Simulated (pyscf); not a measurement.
One hydrogen abstraction on the doublet surface with elements of a group swapped. CCSD(T)/def2-TZVPP + ΔMP2(QZVPP), kcal/mol, from the separated reactants. Optimised with ωB97X-D3(BJ)/def2-SVP in PySCF. MP2 and CC: frozen core, UHF for open shells. ΔMP2 is the change of the MP2 total energy from the triple- to the quadruple-zeta basis.

```tsv
step	barrier	reaction energy	imaginary mode (i cm⁻¹)
GeH₄ + CH₃• → GeH₃• + CH₄	6.0	-21.5	637
SiH₄ + CH₃• → SiH₃• + CH₄	(withheld)	(withheld)	987
```

Q: What belongs in the gaps?

A: 
- SiH₄ + CH₃• → SiH₃• + CH₄, barrier: 9.1
- SiH₄ + CH₃• → SiH₃• + CH₄, reaction energy: -15.7

Each row is the saddle that its search found. The CCSD(T) − MP2 part came from Ansatz, without density fitting, on the same reference. The frozen core leaves the outer d or s,p core shells of the metals and heavy elements correlated in the MP2 and CC values, and def2-TZVPP describes them poorly, which can shift differences by a few kcal/mol. Elements up to Kr have no core potential and no relativistic terms here.
